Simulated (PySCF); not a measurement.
Molecule: SMILES CCCO, C3H8O.

Atom-mapped SMILES (the numbers label the heavy atoms): `[CH3:1][CH2:2][CH2:3][OH:4]` (H(Xn): hydrogen on atom n).

Geometry PBE0-D3(BJ)/def2-SVP throughout; GIAO in PySCF 2.14.0 with density-fitted response routines, gas phase, one conformer, non-relativistic; equivalent atoms averaged; basis pcSseg-2.

(1) How do the absolute shieldings σ depend on the functional? (ppm; last column core-seconds on 1 thread of an Arm Neoverse V1, shared host; the GGAs took longer than the global hybrids here, which isn't the general rule, and the cause wasn't traced)

(2) Which nucleus moves most, in ppm?

Answers

(1) 
```
functional                    kind     C3     C2     C1     O4  H(C3)  H(C2)  H(C1)  H(O4)  core-s
        HF            Hartree–Fock  128.4  161.3  179.3  301.7  28.57  30.32  30.79  31.32      12
       LDA                     LDA  104.9  145.4  171.4  278.3  27.10  29.22  29.93  30.89      27
       PBE                     GGA  105.3  144.0  168.4  273.2  27.59  29.66  30.31  31.44      34
      BLYP                     GGA   99.5  137.8  163.3  267.8  27.76  29.83  30.45  31.60      34
      BP86                     GGA  105.5  144.0  168.0  273.9  27.65  29.72  30.37  31.51      33
      OPBE                     GGA  113.5  151.1  172.7  280.1  27.68  29.72  30.37  31.47      34
       KT2                     GGA  110.1  147.5  171.6  271.1  27.63  29.67  30.31  31.47      33
       KT3                     GGA  109.7  146.4  169.4  271.1  27.84  29.85  30.47  31.60      34
     B97-D                     GGA  106.1  143.7  167.0  274.1  27.82  29.87  30.49  31.57      32
     B3LYP           global hybrid  106.6  144.1  167.5  277.4  27.91  29.89  30.49  31.48      22
      PBE0           global hybrid  113.5  150.9  172.9  284.1  27.83  29.78  30.39  31.35      21
  mPW1PW91           global hybrid  113.0  150.4  172.1  283.9  27.89  29.83  30.44  31.40      21
      WP04           global hybrid  100.6  138.0  158.7  273.3  28.32  30.18  30.76  31.47      23
     B97-2           global hybrid  113.3  150.1  171.6  282.9  27.94  29.89  30.50  31.47      23
 BHandHLYP           global hybrid  115.5  151.2  172.5  288.1  28.13  30.00  30.56  31.35      22
 CAM-B3LYP  range-separated hybrid  111.1  148.5  171.4  285.4  27.88  29.83  30.44  31.34      31
   wB97X-D  range-separated hybrid  114.4  151.5  172.9  286.8  27.97  29.90  30.50  31.42      29
   LC-wPBE  range-separated hybrid  119.4  157.1  177.3  297.0  27.94  29.88  30.49  31.34      42
```

(2) O4 (alcohol oxygen): from 267.8 ppm with BLYP to 301.7 ppm with HF. The smallest spread is 0.71 ppm, at H(O4). Proton shifts span only some 12 ppm, so a few tenths of a ppm matter as much there as several ppm in carbon.
